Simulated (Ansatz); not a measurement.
**C₂H₂+ (doublet): wave-function methods side by side, def2-TZVPP**

An exercise on one series of results from a longer session: the logs are not shown, and one member is left open.

The runs use Ansatz 0.2.0, Gaussian basis; def2-TZVPP, core rule «outside noble gas», up to 2 orbitals frozen.

Plan: UHF; ROHF; CCSD(T) on UHF.

2 further runs of the same task are left out: 2 set aside as unsound or not needed.

## What is computed

The geometry is a PBE0/def2-TZVP stationary point (not a proven minimum) of the parent state, kept for this charge and spin.

4 atoms, charge 1, spin multiplicity 2.

Atoms are counted from 1 here; the program's logs count them from 0.

Bond lengths: C1–C2 1.197 Å, C1–H3 1.065 Å, C2–H4 1.065 Å. Angles: C2–C1–H3 180.0°, C1–C2–H4 180.0°.

The first run:

in.yaml reads:

```yaml
crystal:
  periodic: [false, false, false]
  atoms:
    - {symbol: C, position_ang: [0.000000, 0.000000, 0.598483]}
    - {symbol: C, position_ang: [0.000000, 0.000000, -0.598483]}
    - {symbol: H, position_ang: [0.000000, 0.000000, 1.663170]}
    - {symbol: H, position_ang: [0.000000, 0.000000, -1.663170]}
basis:
  gaussian: {orbitals: def2-TZVPP}
total_charge: 1
magnetization: {spin_polarized: true, initial_magnetization: 1}
hamiltonian: {xc: hf}
output: {orbitals: {seedname: orbitals}}
```

The run is started by

```
$ ansatz run in.yaml --threads 1 --pin off --events-out ev --progress --plain --max-ram 4096MiB --backend cpu
```

Steps of the session up to this table: UHF; ROHF; CCSD(T) on UHF.

One table of the session follows, with a row left open; its other results are not shown here.

```
  method  from UCCSD(T) (kJ/mol)
    ROHF                  +732.9
     UHF                       ?
    UMP2                   +91.3
   UCCSD                   +27.6
UCCSD(T)                       0
```

Estimate the missing values for UHF.

The run gave: from UCCSD(T) (kJ/mol): +725.7. In the column «from UCCSD(T) (kJ/mol)» it lies between UMP2 (+91.3) and ROHF (+732.9).
